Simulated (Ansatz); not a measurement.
# C3N: the cost of one run

Program: Ansatz 0.2.0. Level of theory: the levels named in each step. These are calculated values, not measurements.

**1. The structure to begin with**

Bond lengths: C1–C2 1.205 Å, C2–C3 1.367 Å, C3–N4 1.146 Å. Angles: C1–C2–C3 180.0°, C2–C3–N4 180.0°.

Structure file:

```xyz
4

C     0.0000    0.0000   -1.8734
C     0.0000    0.0000   -0.6685
C     0.0000    0.0000    0.6982
N     0.0000    0.0000    1.8437
```

**2. A rough first relaxation, PBE-D4/def2-SVP**

This run stands in another session on the same molecule. It ended at:

```xyz
4

C     0.0000    0.0000   -1.9051
C     0.0000    0.0000   -0.6746
C     0.0000    0.0000    0.7006
N     0.0000    0.0000    1.8791
```

**3. Relaxation, HF/STO-3G**

The input, input.yaml:

```yaml
crystal:
  periodic: [false, false, false]
  atoms:
    - { symbol: C, position_ang: [0.0, 0.0, -1.90505194] }
    - { symbol: C, position_ang: [0.0, 0.0, -0.6745771] }
    - { symbol: C, position_ang: [0.0, 0.0, 0.70055971] }
    - { symbol: "N", position_ang: [0.0, 0.0, 1.87906932] }
magnetization:
  spin_polarized: true
  initial_magnetization: 1
basis:
  gaussian: { orbitals: STO-3G }
hamiltonian:
  xc: hf
relax:
  f_tol: 0.002
  max_steps: 150
```

On the command line:

```bash
> ansatz run input.yaml --threads 2 --pin off --max-ram 5120MiB --backend cpu --events-out ev --progress --plain --runs-dir out
```

**Question.** How long does this run take on 2 threads of Arm Neoverse V2, shared host, and how much memory does it need?

About 1.1 s, with a peak of 0.075 GiB.
